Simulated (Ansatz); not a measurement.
We consider fcc Ni, described by r²SCAN-D4 in Ansatz (plane waves, PAW).

Run with plane-wave cutoff 560 eV, 26×26×26 k mesh, Fermi–Dirac smearing 0.05 eV, spin-polarised with parallel moments, scalar-relativistic PAW data made under PBE.

Response to compression and expansion:

| V (Å³/atom) | P (GPa) | moment (μB per cell of 1 atoms) |
|---|---|---|
| 9.792 | 16.35 | 0.70 |
| 10.000 | 10.24 | 0.71 |
| 10.208 | 4.82 | 0.72 |
| 10.417 | 0.02 | 0.73 |
| 10.625 | -4.23 | 0.73 |
| 10.833 | -7.97 | 0.75 |
| 11.042 | -11.29 | 0.76 |

Ansatz is a program for electronic structure.
